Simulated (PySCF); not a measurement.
# Level of theory and adiabatic energies of losing or gaining an electron: acetylene

Structure: `C#C` (C2H2).

All levels share the PBE0-D3(BJ)/ma-def2-SVP structures and the PBE0-D3(BJ)/ma-def2-SVP thermal terms; only the single-point energies (PySCF) change. Values are adiabatic energies of losing or gaining an electron (0 K, eV).

```jsonl
{"level": "HF/ma-def2-TZVP", "ionisation energy to the radical cation": "9.76", "abs. error": "1.64", "time": "1.7 s"}
{"level": "M06/ma-def2-TZVP (grid 3)", "ionisation energy to the radical cation": "11.07", "abs. error": "0.33", "time": "48 s"}
{"level": "TPSS-D3(BJ)/ma-def2-TZVP (grid 3)", "ionisation energy to the radical cation": "11.08", "abs. error": "0.31", "time": "26 s"}
{"level": "r2SCAN-D3(BJ)/ma-def2-TZVP (grid 3)", "ionisation energy to the radical cation": "11.09", "abs. error": "0.30", "time": "23 s"}
{"level": "HSE06/ma-def2-TZVP", "ionisation energy to the radical cation": "11.13", "abs. error": "0.27", "time": "15 s"}
{"level": "PBE0-D3(BJ)/def2-SV(P)", "ionisation energy to the radical cation": "11.14", "abs. error": "0.26", "time": "3.5 s"}
{"level": "B97-2/ma-def2-TZVP", "ionisation energy to the radical cation": "11.14", "abs. error": "0.26", "time": "8.2 s"}
{"level": "PBE0-D3(BJ)/ma-def2-TZVP", "ionisation energy to the radical cation": "11.14", "abs. error": "0.26", "time": "–"}
{"level": "PBE0-D3(BJ)/def2-TZVPP", "ionisation energy to the radical cation": "11.14", "abs. error": "0.26", "time": "7.9 s"}
{"level": "PBE0-D3(BJ)/aug-cc-pVTZ", "ionisation energy to the radical cation": "11.15", "abs. error": "0.25", "time": "14 s"}
{"level": "PBE0-D3(BJ)/jun-cc-pV(T+d)Z", "ionisation energy to the radical cation": "11.15", "abs. error": "0.25", "time": "9.7 s"}
{"level": "PBE0-D3(BJ)/pcseg-2", "ionisation energy to the radical cation": "11.16", "abs. error": "0.24", "time": "8.1 s"}
{"level": "PBE0-D3(BJ)/def2-SVPD", "ionisation energy to the radical cation": "11.16", "abs. error": "0.23", "time": "5.6 s"}
{"level": "PBE0-D3(BJ)/6-311+G**", "ionisation energy to the radical cation": "11.16", "abs. error": "0.23", "time": "5.5 s"}
{"level": "PBE0-D3(BJ)/aug-pcseg-1", "ionisation energy to the radical cation": "11.18", "abs. error": "0.22", "time": "5.9 s"}
{"level": "ωB97X-D3(BJ)/ma-def2-TZVP", "ionisation energy to the radical cation": "11.23", "abs. error": "0.17", "time": "8 s"}
{"level": "ωB97M-D3(BJ)/ma-def2-TZVP (grid 3)", "ionisation energy to the radical cation": "11.23", "abs. error": "0.16", "time": "29 s"}
{"level": "BP86-D3(BJ)/ma-def2-TZVP", "ionisation energy to the radical cation": "11.29", "abs. error": "0.11", "time": "10 s"}
{"level": "ATcT 1.112", "ionisation energy to the radical cation": "11.40", "abs. error": "", "time": ""}
```

Times are wall times for all single points of a level on 1 thread of Arm Neoverse N1, a shared host; the dash marks the run that also made the structures. BP86, HSE06, TPSS, r2SCAN ran on a slower path of this set-up, which computes the density-fitting integrals anew in every SCF cycle while the other levels store them. So the times needn't show the usual order of cost, and those levels read slower than they are.

Hartree-Fock leaves out electron correlation, so its ionisation energies and electron affinities from energy differences come out too low, often by 1 eV or more.

At HF/ma-def2-TZVP a relaxed species lies above the same state at the other structure, so the structures fit that level poorly.

The spread: 1.53 eV, from 9.76 to 11.29.
